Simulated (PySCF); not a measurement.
# CH2S (Thioformaldehyde): the cost of one run

Programs: PySCF 2.14.0, with routines of our own; each step states its level. All values are computed. Atoms count from 0.

## Step 1: The system as given

4 atoms, charge 0, multiplicity 1; geometry from: GFN2-xTB.

## Step 2: Relaxing the molecule at B3LYP/def2-TZVP

What the job is given:

```
{"job": {"xc": "B3LYP", "basis": "def2-TZVP", "grid": 1, "kind": "geom"}, "charge": 0, "multiplicity": 1}
C     -0.114941     0.005328     0.002935
S      1.483938    -0.052156     0.134838
H     -0.612125     0.819079    -0.508706
H     -0.746638    -0.767478     0.421236
```

On the command line:

```bash
$ OMP_NUM_THREADS=1 python excited_run.py task.json out
```

The driver reads the jobs from task.json and runs them one after another.

**Question.** How long does this first job take on 1 thread of Arm Neoverse V2, shared host, and how much memory does it need?

About 2.1 s, with a peak of 0.33 GiB.
